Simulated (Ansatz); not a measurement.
**Reading a saddle point**

A first-order saddle point of CH$_{7}$NSi, closed shell, PBE0-D4/def2-TZVP, with one imaginary mode of 906i cm⁻¹:

```json
{"atom": "Si1", "x (Å)": "-0.2022", "y (Å)": "-1.0931", "z (Å)": "-0.3087"}
{"atom": "H2", "x (Å)": "-0.0988", "y (Å)": "0.2818", "z (Å)": "-1.4024"}
{"atom": "H3", "x (Å)": "0.8635", "y (Å)": "-1.7624", "z (Å)": "-1.1255"}
{"atom": "H4", "x (Å)": "-0.2314", "y (Å)": "-2.1101", "z (Å)": "0.8319"}
{"atom": "H5", "x (Å)": "-1.6356", "y (Å)": "-1.0715", "z (Å)": "-0.7139"}
{"atom": "N6", "x (Å)": "-0.0100", "y (Å)": "0.3147", "z (Å)": "0.8369"}
{"atom": "C7", "x (Å)": "0.4327", "y (Å)": "1.3579", "z (Å)": "0.1865"}
{"atom": "H8", "x (Å)": "-0.5332", "y (Å)": "0.4396", "z (Å)": "1.6912"}
{"atom": "H9", "x (Å)": "1.2584", "y (Å)": "1.2785", "z (Å)": "-0.5006"}
{"atom": "H10", "x (Å)": "0.1567", "y (Å)": "2.3646", "z (Å)": "0.5045"}
```

Ansatz 0.2.0; basis: def2-TZVPP and def2-QZVPP; cores frozen in the correlated methods. Extrapolation: Hartree–Fock as exp(−7.88 √X), correlation as X^−2.97.

Q: Which contacts change along the imaginary mode, and what lies on either side? (A judgement: the text doesn't fix the answer.)

A: Computed: The step is CH₃N ([CH2][NH]) + SiH₄ → CH₇NSi ([CH3][NH][SiH3]), with the molecules in contact on both sides. Shortening one way: Si1–N6, H2–C7; lengthening the same way: Si1–H2.
```json
{"pair": "Si1–N6", "one side (Å)": "3.02", "saddle (Å)": "1.83", "other side (Å)": "1.72"}
{"pair": "H2–C7", "one side (Å)": "3.09", "saddle (Å)": "1.99", "other side (Å)": "1.10"}
{"pair": "Si1–H2", "one side (Å)": "1.48", "saddle (Å)": "1.76", "other side (Å)": "3.28"}
```

Q: Which side is lower, and how far does the saddle lie above each? (To be estimated.)

A: By the calculation: The side with Si1–N6, H2–C7 short is lower by 1.597 eV; the saddle lies 3.749 eV above it and 2.151 eV above the other (CCSD(T) at an estimated basis limit (MP2 extrapolated from triple and quadruple zeta, plus CCSD(T) − MP2 in triple zeta); electronic energies).

No T1 diagnostic of these runs exceeds 0.024.

Labels in which every atom is bracketed show which atoms are joined, not bond orders.

For scale, one of the runs: CCSD(T)/def2-TZVPP, 202 basis functions, launched by `ansatz run in.yaml --threads 2 --pin off --events-out ev --progress --plain --max-ram 4352MiB`. Hardware: 2 CPU threads of an Arm Neoverse V2, shared host. Wall time 51 s; peak host memory 2.5 GiB.
